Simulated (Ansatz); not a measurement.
# BH3 (borane): a chain of runs

We compute a series of 10 runs (CAM-B3LYP-D4/ANO-RCC-MB, UCAM-B3LYP-D4/ANO-RCC-MB, CAM-B3LYP-D4/ANO-RCC-VDZ, UCAM-B3LYP-D4/ANO-RCC-VDZ, CAM-B3LYP-D4/ANO-RCC-VDZP, UCAM-B3LYP-D4/ANO-RCC-VDZP, CAM-B3LYP-D4/ANO-RCC-VTZP, UCAM-B3LYP-D4/ANO-RCC-VTZP, and more) of BH3. 

Program for the calculation: Ansatz 0.2.0.

## Step 1: The system as given

BH3: 4 atoms, total charge 0, spin state singlet. SMILES: `B`. The coordinates come from a PBE0-D4/def2-TZVP relaxation.

Bond lengths: B1–H2 1.193 Å, B1–H3 1.193 Å, B1–H4 1.193 Å. Angles: H2–B1–H3 120.0°, H2–B1–H4 120.0°, H3–B1–H4 120.0°.

## Step 2: Energy and forces at CAM-B3LYP-D4/ANO-RCC-MB (sfX2C) (run 1)

Input file job.yaml:

```yaml
crystal:
  periodic: [false, false, false]
  atoms:
    - {symbol: B, position_ang: [0.013900, -0.015100, -0.005100]}
    - {symbol: H, position_ang: [0.982200, 0.381700, 0.568800]}
    - {symbol: H, position_ang: [-0.276200, -1.171800, 0.043000]}
    - {symbol: H, position_ang: [-0.664400, 0.744900, -0.626900]}
basis:
  gaussian:
    orbitals: ANO-RCC-MB.json
output: {forces: true, orbitals: {seedname: orbitals}}
hamiltonian:
  xc: {name: CAM-B3LYP}
  dispersion: d4
```

The basis set ANO-RCC-MB is read from a file made from the Basis Set Exchange's data (not shown).

Started as:

```console
ansatz run job.yaml --threads 1 --pin off --max-ram 2610MiB --events-out events.jsonl --progress --plain --runs-dir runs
```

The program printed:

```text
Warning: RAYON_NUM_THREADS=1 ignored (pool sized by the plan → 1); use --threads N
Functional definition: CAM-B3LYP
  name "CAM-B3LYP"
  parameter alpha = 0.19
  parameter beta = 0.46
  parameter omega = 0.33/bohr
  parameter ac = 0.81
  exchange = (1 - alpha - beta)*b88_x + beta*b88_x_sr(omega) + alpha*exact_x + beta*exact_x_lr(omega)
  correlation = (1 - ac)*vwn5_c + ac*lyp_c
105 factors; integrals over basis functions are off by at most 1.5e-5 eV
58 factors; integrals over basis functions are off by at most 6.0e-6 eV
mean field evaluation 1: about -722.1637 eV, gradient 5.6e0 eV
mean field evaluation 2: about -722.3182 eV, gradient 1.2e0 eV
mean field evaluation 4: about -722.3143 eV, gradient 1.8e-1 eV
mean field evaluation 8: about -722.3145 eV, gradient 3.3e-5 eV
mean field -722.31451680 eV, -26.5445688899 hartree, gradient 3.3e-5 eV, S^2 0.000000; 0 other end points of the search recorded, 0 dependent functions left out
the calculation of the forces begins
reference -722.31463218 eV, -26.5445731303 hartree; 4, 4 occupied and 4, 4 virtual orbitals, 105 factors
Total energy: -722.32776989 eV, -26.5450559323 hartree
Relativity: scalar
Atom 0 at     0.013900    -0.015100    -0.005100 Å, force     0.000422    -0.000629     0.000980 eV/Å
Atom 1 at     0.982200     0.381700     0.568800 Å, force     1.577864     0.646208     0.934907 eV/Å
Atom 2 at    -0.276200    -1.171800     0.043000 Å, force    -0.472413    -1.884476     0.078172 eV/Å
Atom 3 at    -0.664400     0.744900    -0.626900 Å, force    -1.105873     1.238897    -1.014060 eV/Å
Dipole moment:     0.000021    -0.000012    -0.000026 e Å
```

Run time: 0.3 s. Hardware: 1 thread of AMD EPYC 9R45 (Zen 5), shared host.

## Step 3: The doublet cation: energy and forces at UCAM-B3LYP-D4/ANO-RCC-MB (sfX2C) (run 2)

Input file input.yaml:

```yaml
crystal:
  periodic: [false, false, false]
  atoms:
    - {symbol: B, position_ang: [0.013900, -0.015100, -0.005100]}
    - {symbol: H, position_ang: [0.982200, 0.381700, 0.568800]}
    - {symbol: H, position_ang: [-0.276200, -1.171800, 0.043000]}
    - {symbol: H, position_ang: [-0.664400, 0.744900, -0.626900]}
basis:
  gaussian: {orbitals: ANO-RCC-MB.json}
total_charge: 1
magnetization: {spin_polarized: true, initial_magnetization: 1}
hamiltonian: {xc: {name: CAM-B3LYP}, dispersion: d4}
output: {forces: true}
```

The basis set ANO-RCC-MB is read from a file made from the Basis Set Exchange's data (not shown).

Started as:

```console
ansatz run input.yaml --threads 1 --pin off --max-ram 2610MiB --events-out events.jsonl --progress --plain --runs-dir runs
```

The program printed, cut to the lines that bear on the results:

```text
Warning: RAYON_NUM_THREADS=1 ignored (pool sized by the plan → 1); use --threads N
[... 2 set-up lines as earlier in the session ...]
[...]
104 factors; integrals over basis functions are off by at most 2.8e-5 eV
58 factors; integrals over basis functions are off by at most 6.0e-6 eV
[...]
mean field -707.19568965 eV, -25.9889622400 hartree, gradient 1.3e-6 eV, S^2 0.754046; 4 other end points of the search recorded, 0 dependent functions left out
[...]
reference -707.19580604 eV, -25.9889665174 hartree; 4, 3 occupied and 4, 5 virtual orbitals, 104 factors
Total energy: -707.20275726 eV, -25.9892219702 hartree
Relativity: scalar
Atom 0 at     0.013900    -0.015100    -0.005100 Å, force    -4.236317    -1.744655    -2.509247 eV/Å
Atom 1 at     0.982200     0.381700     0.568800 Å, force     5.279707     2.165837     3.128725 eV/Å
Atom 2 at    -0.276200    -1.171800     0.043000 Å, force     0.309541    -4.312606     1.124237 eV/Å
Atom 3 at    -0.664400     0.744900    -0.626900 Å, force    -1.352932     3.891424    -1.743715 eV/Å
Dipole moment:     0.109231     0.044993     0.064652 e Å
```

It took 0.8 s on 1 thread of AMD EPYC 9R45 (Zen 5), shared host.

## Step 4: Energy and forces at CAM-B3LYP-D4/ANO-RCC-VDZ (sfX2C) (run 3)

Input file molecule.yaml:

```yaml
crystal:
  periodic: [false, false, false]
  atoms:
    - {symbol: B, position_ang: [0.013900, -0.015100, -0.005100]}
    - {symbol: H, position_ang: [0.982200, 0.381700, 0.568800]}
    - {symbol: H, position_ang: [-0.276200, -1.171800, 0.043000]}
    - {symbol: H, position_ang: [-0.664400, 0.744900, -0.626900]}
basis:
  gaussian:
    orbitals: ANO-RCC-VDZ.json
hamiltonian:
  xc: {name: CAM-B3LYP}
  dispersion: d4
output: {forces: true, orbitals: {seedname: orbitals}}
```

The basis set ANO-RCC-VDZ is read from a file made from the Basis Set Exchange's data (not shown).

Started as:

```console
ansatz run molecule.yaml --threads 1 --pin off --max-ram 2610MiB --events-out events.jsonl --progress --plain --runs-dir runs
```

The program printed, cut to the lines that bear on the results:

```text
Warning: RAYON_NUM_THREADS=1 ignored (pool sized by the plan → 1); use --threads N
[... 2 set-up lines as earlier in the session ...]
[...]
229 factors; integrals over basis functions are off by at most 5.3e-4 eV
112 factors; integrals over basis functions are off by at most 5.9e-6 eV
[...]
mean field -723.45336465 eV, -26.5864207765 hartree, gradient 3.6e-5 eV, S^2 0.000000; 0 other end points of the search recorded, 0 dependent functions left out
[...]
reference -723.45347536 eV, -26.5864248450 hartree; 4, 4 occupied and 11, 11 virtual orbitals, 229 factors
Total energy: -723.46661307 eV, -26.5869076470 hartree
Relativity: scalar
Atom 0 at     0.013900    -0.015100    -0.005100 Å, force     0.000028    -0.000183     0.001156 eV/Å
Atom 1 at     0.982200     0.381700     0.568800 Å, force     0.055724     0.022419     0.032740 eV/Å
Atom 2 at    -0.276200    -1.171800     0.043000 Å, force    -0.016362    -0.066185     0.002544 eV/Å
Atom 3 at    -0.664400     0.744900    -0.626900 Å, force    -0.039391     0.043949    -0.036441 eV/Å
Dipole moment:     0.000015    -0.000006    -0.000035 e Å
```

Run time: 0.36 s. Hardware: 1 thread of AMD EPYC 9R45 (Zen 5), shared host.

Runs 4 to 9 aren't shown in full; the table further down has their settings and results.

## Step 5: The doublet cation: energy and forces at UCAM-B3LYP-D4/ANO-RCC-VQZP (sfX2C) (run 10)

Input file in.yaml:

```yaml
crystal:
  periodic: [false, false, false]
  atoms:
    - symbol: B
      position_ang: [0.013900, -0.015100, -0.005100]
    - symbol: H
      position_ang: [0.982200, 0.381700, 0.568800]
    - symbol: H
      position_ang: [-0.276200, -1.171800, 0.043000]
    - symbol: H
      position_ang: [-0.664400, 0.744900, -0.626900]
basis:
  gaussian:
    orbitals: ANO-RCC-VQZP.json
total_charge: 1
magnetization:
  spin_polarized: true
  initial_magnetization: 1
hamiltonian:
  xc: {name: CAM-B3LYP}
  dispersion: d4
output: {forces: true}
```

The basis set ANO-RCC-VQZP is read from a file made from the Basis Set Exchange's data (not shown).

Started as:

```console
ansatz run in.yaml --threads 1 --pin off --max-ram 2610MiB --events-out events.jsonl --progress --plain --runs-dir runs
```

The program printed, cut to the lines that bear on the results:

```text
Warning: RAYON_NUM_THREADS=1 ignored (pool sized by the plan → 1); use --threads N
[... 2 set-up lines as earlier in the session ...]
[...]
596 factors; their error is unknown
196 factors; integrals over basis functions are off by at most 1.3e-5 eV
[...]
mean field -710.68751895 eV, -26.1172846002 hartree, gradient 5.8e-6 eV, S^2 0.756643; 4 other end points of the search recorded, 0 dependent functions left out
[...]
reference -710.68759780 eV, -26.1172874978 hartree; 4, 3 occupied and 141, 142 virtual orbitals, 596 factors
Total energy: -710.69454903 eV, -26.1175429506 hartree
Relativity: scalar
Atom 0 at     0.013900    -0.015100    -0.005100 Å, force    -4.349793    -1.790464    -2.575644 eV/Å
Atom 1 at     0.982200     0.381700     0.568800 Å, force     2.362268     0.970394     1.399539 eV/Å
Atom 2 at    -0.276200    -1.171800     0.043000 Å, force     1.232371    -0.766610     0.999499 eV/Å
Atom 3 at    -0.664400     0.744900    -0.626900 Å, force     0.755154     1.586680     0.176606 eV/Å
Dipole moment:     0.140887     0.058024     0.083403 e Å
```

Wall time 5.4 s (1 thread of AMD EPYC 9R45 (Zen 5), shared host); peak memory 0.3 GiB.

## Step 6: All runs side by side

```csv
run,level,partner,energy (Eh),dispersion energy (kJ/mol),largest force (eV/Å),wall time
1,CAM-B3LYP-D4/ANO-RCC-MB (sfX2C),base,-26.545056,-1.27,1.946,0.3 s
2,UCAM-B3LYP-D4/ANO-RCC-MB (sfX2C),cation,-25.989222,-0.67,6.508,0.8 s
3,CAM-B3LYP-D4/ANO-RCC-VDZ (sfX2C),base,-26.586908,-1.27,0.069,0.36 s
4,UCAM-B3LYP-D4/ANO-RCC-VDZ (sfX2C),cation,-26.097685,-0.67,5.395,1.1 s
5,CAM-B3LYP-D4/ANO-RCC-VDZP (sfX2C),base,-26.595960,-1.27,0.070,0.58 s
6,UCAM-B3LYP-D4/ANO-RCC-VDZP (sfX2C),cation,-26.111832,-0.67,5.342,1.5 s
7,CAM-B3LYP-D4/ANO-RCC-VTZP (sfX2C),base,-26.600808,-1.27,0.156,0.7 s
8,UCAM-B3LYP-D4/ANO-RCC-VTZP (sfX2C),cation,-26.116441,-0.67,5.345,2.8 s
9,CAM-B3LYP-D4/ANO-RCC-VQZP (sfX2C),base,-26.601945,-1.27,0.173,1.5 s
10,UCAM-B3LYP-D4/ANO-RCC-VQZP (sfX2C),cation,-26.117543,-0.67,5.363,5.4 s
```

Convergence of the total energy of singlet BH3 with the basis set, against the last point:

```csv
basis set,from the last (mEh),wall time
ANO-RCC-MB,+56.889,0.3 s
ANO-RCC-VDZ,+15.037,0.36 s
ANO-RCC-VDZP,+5.985,0.58 s
ANO-RCC-VTZP,+1.137,0.7 s
ANO-RCC-VQZP,+0.000,1.5 s
```

Convergence of the HOMO energy of singlet BH3 with the basis set, against the last point:

```csv
basis set,from the last (eV),wall time
ANO-RCC-MB,-1.4353,0.3 s
ANO-RCC-VDZ,-0.0162,0.36 s
ANO-RCC-VDZP,+0.0836,0.58 s
ANO-RCC-VTZP,+0.0033,0.7 s
ANO-RCC-VQZP,+0.0000,1.5 s
```

## Step 7: What came out

| quantity | value |
| --- | --- |
| doublet cation, run 10: total energy | -26.11754 Eh |
| doublet cation, run 10: dispersion energy | -0.67 kJ/mol |
| doublet cation, run 10: ⟨S²⟩ | 0.757 |
| doublet cation, run 10: largest force on an atom | 5.363 eV/Å |
| vertical ionisation energy (to the doublet cation), CAM-B3LYP-D4/ANO-RCC-MB | 15.125 eV |
| vertical ionisation energy (to the doublet cation), CAM-B3LYP-D4/ANO-RCC-VDZ | 13.312 eV |
| vertical ionisation energy (to the doublet cation), CAM-B3LYP-D4/ANO-RCC-VDZP | 13.174 eV |
| vertical ionisation energy (to the doublet cation), CAM-B3LYP-D4/ANO-RCC-VTZP | 13.180 eV |
| vertical ionisation energy (to the doublet cation), CAM-B3LYP-D4/ANO-RCC-VQZP | 13.181 eV |

For the total energy of singlet BH3 to stay within 10 mEh of the last point, ANO-RCC-VDZP is the first point of the series from which all later ones do (0.58 s against 1.5 s). For the total energy of singlet BH3 to stay within 2 mEh of the last point, ANO-RCC-VTZP is the first point of the series from which all later ones do (0.7 s against 1.5 s). For the HOMO energy of singlet BH3 to stay within 0.1 eV of the last point, ANO-RCC-VDZ is the first point of the series from which all later ones do (0.36 s against 1.5 s). For the HOMO energy of singlet BH3 to stay within 0.02 eV of the last point, ANO-RCC-VTZP is the first point of the series from which all later ones do (0.7 s against 1.5 s). In runs 1, 2 the basis is minimal, so the values are rough. All runs together took 15 s, the longest 5.4 s.
